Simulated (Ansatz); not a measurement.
# AlH3O (AlH2(OH)): levels of theory compared

We compute a comparison of 6 runs (PBE/STO-3G, SVWN5/STO-3G, revPBE/STO-3G, wB97X/STO-3G, MP2/STO-3G, CCSDT(Q)/STO-3G) of AlH3O (AlH2(OH)). 

Program for the calculation: Ansatz 0.2.0.

56 further runs of the same task are left out: 56 set aside as unsound or not needed.

**1. Starting point**

AlH3O has 5 atoms, charge 0, and is taken as a singlet. SMILES: `[H][Al]([H])[OH]`. The H2–Al1 distance was set to 3.063 Å, away from the relaxed value. At this shape a bond of the SMILES string is far longer than usual.

Bond lengths: Al1–O4 1.636 Å, Al1–H3 1.531 Å, O4–H5 0.949 Å. Angles: Al1–O4–H5 179.6°, H3–Al1–O4 120.0°.

**2. A single-point energy at PBE/STO-3G (run 1)**

File molecule.yaml:

```yaml
crystal:
  periodic: [false, false, false]
  atoms:
    - {symbol: Al, position_ang: [-1.255451, 0.485010, 0.002841]}
    - {symbol: H, position_ang: [1.798980, 0.417230, -0.221380]}
    - {symbol: H, position_ang: [-2.008241, 1.802900, -0.199699]}
    - {symbol: O, position_ang: [-2.082671, -0.886140, 0.338771]}
    - {symbol: H, position_ang: [-2.561501, -1.683440, 0.527911]}
basis:
  gaussian: {orbitals: STO-3G}
hamiltonian: {xc: pbe}
accuracy: high
```

Command:

```
ansatz run molecule.yaml --threads 1 --pin off --max-ram 2610MiB --events-out events.jsonl --progress --plain --runs-dir runs
```

The program printed:

```text
Warning: RAYON_NUM_THREADS=1 ignored (pool sized by the plan → 1); use --threads N
Functional definition: PBE
  name "PBE"
  parameter kappa = 0.804
  parameter beta = 0.06672455060314922
  exchange = pbe_x(kappa = kappa, mu = beta*pi^2/3)
  correlation = pbe_c(beta = beta)
285 factors; integrals over basis functions are off by at most 1.7e-8 eV
mean field evaluation 1: about -8563.7486 eV, gradient 3.2e1 eV
mean field evaluation 2: about -8530.7336 eV, gradient 9.5e1 eV
mean field evaluation 4: about -8566.0169 eV, gradient 1.7e1 eV
mean field evaluation 8: about -8569.6467 eV, gradient 1.5e1 eV
mean field evaluation 16: about -8572.0846 eV, gradient 6.6e-9 eV
mean field -8572.08459585 eV, -315.0182985299 hartree, gradient 2.7e-8 eV, S^2 0.000000; 0 other end points of the search recorded, 0 dependent functions left out
reference -8572.08459797 eV, -315.0182986078 hartree; 12, 12 occupied and 5, 5 virtual orbitals, 285 factors
Total energy: -8572.08459797 eV, -315.0182986078 hartree
```

Wall time 2.2 s (1 thread of Intel Xeon Platinum 8259CL at 2.50GHz (Skylake/Cascade Lake), shared host); peak memory 0.11 GiB.

**3. The energy at SVWN5/STO-3G (run 2)**

Changes to molecule.yaml since step 2:

```diff
@@ -10,3 +10,3 @@
   gaussian: {orbitals: STO-3G}
-hamiltonian: {xc: pbe}
+hamiltonian: {xc: {name: SVWN5}}
 accuracy: high
```

Command:

```
ansatz run molecule.yaml --threads 1 --pin off --max-ram 2610MiB --events-out events.jsonl --progress --plain --runs-dir runs
```

The program printed:

```text
Warning: RAYON_NUM_THREADS=1 ignored (pool sized by the plan → 1); use --threads N
Functional definition: SVWN5
  name "SVWN5"
  exchange = slater_x
  correlation = vwn5_c
285 factors; integrals over basis functions are off by at most 1.7e-8 eV
mean field evaluation 1: about -8524.6978 eV, gradient 3.3e1 eV
mean field evaluation 2: about -8490.4394 eV, gradient 9.8e1 eV
mean field evaluation 4: about -8526.8102 eV, gradient 1.8e1 eV
mean field evaluation 8: about -8530.1520 eV, gradient 1.6e1 eV
mean field evaluation 16: about -8533.1104 eV, gradient 1.6e-8 eV
mean field -8533.11043061 eV, -313.5860243750 hartree, gradient 8.3e-9 eV, S^2 0.000000; 0 other end points of the search recorded, 0 dependent functions left out
reference -8533.11043266 eV, -313.5860244502 hartree; 12, 12 occupied and 5, 5 virtual orbitals, 285 factors
Total energy: -8533.11043266 eV, -313.5860244502 hartree
```

Wall time 1.3 s (1 thread of Intel Xeon Platinum 8259CL at 2.50GHz (Skylake/Cascade Lake), shared host); peak memory 0.11 GiB.

Runs 3 to 5 aren't shown in full; the table further down has their settings and results.

**4. The energy at CCSDT(Q)/STO-3G (run 6)**

File input.yaml:

```yaml
crystal:
  periodic: [false, false, false]
  atoms:
    - symbol: Al
      position_ang: [-1.255451, 0.485010, 0.002841]
    - symbol: H
      position_ang: [1.798980, 0.417230, -0.221380]
    - symbol: H
      position_ang: [-2.008241, 1.802900, -0.199699]
    - symbol: O
      position_ang: [-2.082671, -0.886140, 0.338771]
    - symbol: H
      position_ang: [-2.561501, -1.683440, 0.527911]
basis:
  gaussian:
    orbitals: STO-3G
correlation:
  method: ccsdt_q
  frozen_orbitals: {Al: 5, H: 0, O: 1}
accuracy: high
scf:
  omitted_lower_state_checks: [cluster_reference, increment]
```

Command:

```
ansatz run input.yaml --threads 1 --pin off --max-ram 2610MiB --events-out events.jsonl --progress --plain --runs-dir runs
```

The program printed:

```text
Warning: RAYON_NUM_THREADS=1 ignored (pool sized by the plan → 1); use --threads N
[... 11 lines left out ...]
6 core orbitals not correlated: weight in the atoms' cores, before any rotation towards them, 1.000 or more for the frozen orbitals, at most 0.000 for the correlated occupied ones
[... 37 lines left out ...]
WARN: these amplitudes may be one of several solutions (largest doubles amplitude 0.70, level shift 7.03 eV)
Total energy: -8557.68129155 eV, -314.4889868599 hartree
Checks for a lower state left out: cluster_reference, increment
```

Run time: 0.45 s. Hardware: 1 thread of Intel Xeon Platinum 8259CL at 2.50GHz (Skylake/Cascade Lake), shared host.

**5. Overview of the runs**

```
run            level  frozen core orbitals  energy (Eh)  wall time
  1       PBE/STO-3G                     –  -315.018299      2.2 s
  2     SVWN5/STO-3G                     –  -313.586024      1.3 s
  3    revPBE/STO-3G                     –  -315.182882      1.5 s
  4     wB97X/STO-3G                     –  -315.188044      8.1 s
  5       MP2/STO-3G                     6  -314.416451     0.51 s
  6  CCSDT(Q)/STO-3G                     6  -314.488987     0.45 s
```

**6. Summary of results**

| quantity | value |
| --- | --- |
| run 6: total energy | -314.48899 Eh |
| run 6: correlation energy (6 core orbitals frozen) | -192.8 mEh |
| run 6: T1 diagnostic | 0.069 |

In words: Totals of different functionals can't be ranked against each other. In runs 5, 6 the log says that unrestricted orbitals would lower the reference, so the values rest on an unstable closed-shell determinant (other closed-shell runs at this shape may share the fault). In runs 1, 2, 3, 4, 5, 6 the basis is minimal, so the values are rough. All runs together took 14 s, the longest 8.1 s.
